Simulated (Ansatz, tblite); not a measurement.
**(CuI)2 ring (Cu2I2): rung by rung**

How do method and basis change the picture of (CuI)2 ring (Cu2I2) (singlet)?

Method: as each input shows; program: Ansatz 0.2.0, Gaussian basis.

Levels to be run: GFN1-xTB, GFN2-xTB, PBE-D4/def2-TZVP, r2SCAN-D4/def2-TZVP, ωB97M-V/def2-TZVP, r2SCAN0-D4/def2-TZVP, r2SCANh-D4/def2-TZVP, PBE-QIDH/def2-TZVP, B97M-V/def2-TZVP, B3LYP-D4/def2-TZVP, HSE06-D4/def2-TZVP, PBE-D4/def2-SVP, PBE0-D4/def2-SVP, PBE0-D4/def2-TZVPD, PBE-D4/def2-TZVPD, r2SCAN-D4/def2-TZVPD, CCSD(T)/def2-SVP, MP2/def2-TZVP, RPA/def2-TZVP.

## Step 1: The structure

The geometry is that of the singlet, from an earlier relaxation (PBE0-D4/def2-SVP).

4 atoms, charge 0, spin multiplicity 1.

Bond lengths: Cu1–I2 2.544 Å, Cu1–I4 2.544 Å, I2–Cu3 2.544 Å, Cu3–I4 2.544 Å. Angles: I2–Cu1–I4 124.4°, Cu1–I2–Cu3 55.6°, I2–Cu3–I4 124.4°, Cu1–I4–Cu3 55.6°.

I takes a core potential in the def2 sets. No spin-orbit coupling is included.

PBE0-D4/def2-TZVP was run before; its log isn't repeated, and its numbers join the tables.

## Step 2: GFN1-xTB

Tight binding, by tblite at 300 K electronic temperature and without a spin-polarisation term:

```python
tblite.interface.Calculator('GFN1-xTB', numbers, positions, charge=0, uhf=0).singlepoint()
```

Energy -464.1893 eV, HOMO -11.21 eV, LUMO -6.79 eV; 0.004 s.

## Step 3: GFN2-xTB

Tight binding, by tblite at 300 K electronic temperature and without a spin-polarisation term:

```python
tblite.interface.Calculator('GFN2-xTB', numbers, positions, charge=0, uhf=0).singlepoint()
```

Energy -423.3121 eV, HOMO -10.21 eV, LUMO -3.98 eV; 0.004 s.

## Step 4: PBE-D4/def2-TZVP

start.molden holds the orbitals of an earlier run on this state, given as this run's starting guess.

File in.yaml:

```yaml
crystal:
  periodic: [false, false, false]
  atoms:
    - {symbol: Cu, position_ang: [0.723322, -0.487109, -0.804638]}
    - {symbol: I, position_ang: [-1.783594, -0.666202, -1.200003]}
    - {symbol: Cu, position_ang: [-0.723317, 0.487116, 0.804624]}
    - {symbol: I, position_ang: [1.783589, 0.666195, 1.200017]}
basis:
  gaussian: {orbitals: def2-TZVP, initial_orbitals: start.molden}
hamiltonian: {xc: pbe, dispersion: d4}
scf: {omitted_lower_state_checks: [starts]}
output: {orbitals: {seedname: orbitals}}
```

On the command line:

```console
> ansatz run in.yaml --threads 4 --pin off --events-out ev --progress --plain --max-ram 3916MiB
```

Further steps of the session: r2SCAN-D4/def2-TZVP; ωB97M-V/def2-TZVP; r2SCAN0-D4/def2-TZVP; r2SCANh-D4/def2-TZVP; PBE-QIDH/def2-TZVP; B97M-V/def2-TZVP; B3LYP-D4/def2-TZVP; HSE06-D4/def2-TZVP; PBE-D4/def2-SVP; PBE0-D4/def2-SVP; PBE0-D4/def2-TZVPD; PBE-D4/def2-TZVPD; r2SCAN-D4/def2-TZVPD; CCSD(T)/def2-SVP; MP2/def2-TZVP; RPA/def2-TZVP.

Q: Predict the results of all the runs planned. Wanted: gap in def2-TZVP, named functionals, smallest and largest; correlation energy, CCSD(T)/def2-SVP; correlation energy, MP2/def2-TZVP; binding an atom, CCSD(T)/def2-SVP; PBE0 total energy, smallest basis above largest.

**Answer**, as computed:

| quantity | value |
| --- | --- |
| gap in def2-TZVP, named functionals, smallest and largest | 2.96 eV (PBE-D4), 8.99 eV (ωB97M-V) |
| correlation energy, CCSD(T)/def2-SVP | -22.63 eV |
| correlation energy, MP2/def2-TZVP | -50.42 eV |
| binding an atom, CCSD(T)/def2-SVP | 2.061 eV |
| PBE0 total energy, smallest basis above largest | 13.68 eV (def2-SVP, def2-TZVPD) |

Orbital gaps of the named functionals in def2-TZVP span 2.96 eV (PBE-D4) to 8.99 eV (ωB97M-V); exact exchange widens it. The functionals in def2-TZVP miss CCSD(T)/def2-SVP by -0.089 (B3LYP-D4) to +0.124 eV (r2SCAN-D4) an atom. The yardstick is in a double-zeta basis, so levels in larger sets aren't compared like for like. The reference is CCSD(T) in one finite basis, so it carries an error of its own, often a tenth of an eV or more, and near misses can't be ranked.
